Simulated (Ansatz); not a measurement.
# AlCN+ (doublet): the correlation ladder, cc-pVDZ

How much of the correlation energy of AlCN+ (doublet) does each wave-function method recover here?

The runs use Ansatz 0.2.0, Gaussian basis; cc-pVDZ, core rule «outside noble gas», up to 7 orbitals frozen.

The runs, in order: UHF; CCSD(T) on ROHF; CCSD(T) on UHF; BCCD(T) on ROHF; CISD as a restricted active space (open shells left free, so some higher excitations enter); CCSDT(Q) on ROHF; CCSDT(Q) on UHF.

27 further runs of the same task are left out: 12 for a known fault of the program, 4 that didn't finish, 11 set aside as unsound or not needed. Runs told in other sessions of the task aren't counted.

## (1) What is computed

The geometry is a PBE0/def2-TZVP stationary point (not a proven minimum) of the parent state, kept for this charge and spin.

3 atoms, charge 1, spin multiplicity 2.

Atoms are counted from 1 here; the program's logs count them from 0.

Bond lengths: Al1–N2 1.793 Å, N2–C3 1.178 Å. Angles: Al1–N2–C3 180.0°.

## (2) UHF

File in.yaml:

```yaml
crystal:
  periodic: [false, false, false]
  atoms:
    - {symbol: Al, position_ang: [0.000000, 0.000000, 1.587667]}
    - {symbol: N, position_ang: [0.000000, 0.000000, -0.204933]}
    - {symbol: C, position_ang: [0.000000, 0.000000, -1.382733]}
basis:
  gaussian: {orbitals: cc-pVDZ}
total_charge: 1
magnetization: {spin_polarized: true, initial_magnetization: 1}
hamiltonian: {xc: hf}
output: {orbitals: {seedname: orbitals}}
```

The run is started by

```sh
> ansatz run in.yaml --threads 1 --pin off --events-out ev --progress --plain --max-ram 2393MiB
```

Further steps of the session: CCSD(T) on ROHF; CCSD(T) on UHF; BCCD(T) on ROHF; CISD as a restricted active space (open shells left free, so some higher excitations enter); CCSDT(Q) on ROHF; CCSDT(Q) on UHF.

Q: Predict the results of all the runs planned. Wanted: UCCSDT(Q) from the RHF energy; RMP2 from UCCSDT(Q); UMP2 from UCCSDT(Q); RCCSD from UCCSDT(Q); RCCSD(T) from UCCSDT(Q); UCCSD(T) from UCCSDT(Q); RCCSDT(Q) from UCCSDT(Q); T1 diagnostic.

The runs gave:

| quantity | value |
| --- | --- |
| UCCSDT(Q) from the ROHF energy | -8.2783 eV |
| RMP2 from UCCSDT(Q) | +862.2 meV |
| UMP2 from UCCSDT(Q) | +854.7 meV |
| RCCSD from UCCSDT(Q) | +445.2 meV |
| RCCSD(T) from UCCSDT(Q) | +70.9 meV |
| UCCSD(T) from UCCSDT(Q) | +69.8 meV |
| RCCSDT(Q) from UCCSDT(Q) | +6.6 meV |
| levels within 1 kcal/mol (43 meV) | RCCSDT, UCCSDT, RCCSDT(Q) |
| T1 diagnostic | 0.034 |

In words: RCCSD(T) lands +70.9 meV from the yardstick (0.9 % of the correlation energy). These misses are within one basis, not against nature; the frozen cores of restricted and unrestricted runs differ, which can shift their rows.

With open shells the CI space here admits some higher excitations, so it is larger than plain CISD.
